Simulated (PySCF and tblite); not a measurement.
The numbers below are computed, except where a source is named.
C₂H₆S₂, numbered as in [SH:1][CH2:2][CH2:3][SH:4]. The same 5 conformers on PBE0-D3(BJ)/def2-SVP geometries, with only the solvent of the single-point energies changed (functional PBE0, basis set def2-TZVP, D3(BJ) where defined; PySCF).

Torsions listed: H1–S1–C2–C3, S1–C2–C3–S4, C2–C3–S4–H4. Of a mirror pair one member is shown.

| conformer | shape | symmetry | dipole D |
| --- | --- | --- | --- |
| 1 | -67°, -64°, 53° | C1 (pair) | 2.13 |
| 2 | 73°, -63°, 74° | C2 (pair) | 1.16 |
| 3 | 68°, 175°, 68° | C2 (pair) | 1.42 |
| 4 | -68°, 180°, 68° | Ci | 0.00 |

Not shown: 1 more, 6.8 % in all.

Energies (kcal/mol) above conformer 1 and its weight at 298.15 K (thermal terms from GFN2-xTB):

```json
{"solvent": "gas phase", "E(2) − E(1)": "-0.07", "E(3) − E(1)": "0.27", "E(4) − E(1)": "0.25", "weight of 1 (%)": "39", "dipole of 1 (D)": "2.13", "of 2": "1.16"}
{"solvent": "cyclohexane", "E(2) − E(1)": "?", "E(3) − E(1)": "?", "E(4) − E(1)": "?", "weight of 1 (%)": "?", "dipole of 1 (D)": "?", "of 2": "?"}
{"solvent": "chloroform", "E(2) − E(1)": "-0.01", "E(3) − E(1)": "0.00", "E(4) − E(1)": "-0.04", "weight of 1 (%)": "32", "dipole of 1 (D)": "2.74", "of 2": "1.46"}
{"solvent": "acetone", "E(2) − E(1)": "0.05", "E(3) − E(1)": "-0.13", "E(4) − E(1)": "-0.15", "weight of 1 (%)": "30", "dipole of 1 (D)": "2.98", "of 2": "1.56"}
{"solvent": "water", "E(2) − E(1)": "0.07", "E(3) − E(1)": "-0.17", "E(4) − E(1)": "-0.19", "weight of 1 (%)": "29", "dipole of 1 (D)": "3.04", "of 2": "1.58"}
```

Q: What does cyclohexane give?

A: E(2) − E(1) = -0.06 kcal/mol, E(3) − E(1) = 0.14 kcal/mol, E(4) − E(1) = 0.11 kcal/mol, weight of conformer 1 36 %, dipoles 2.45 and 1.32 D.

Q: How much does the choice of solvent matter?

A: The widest range is that of E(4) − E(1), which runs from -0.19 (water) to 0.25 kcal/mol (gas phase), a spread of 0.44, against RT = 0.59. From gas phase to water conformer 4 gains, although the other has the larger dipole: higher moments or local charges matter here.

The cap on conformers cut off some of the population, so the set may be incomplete.
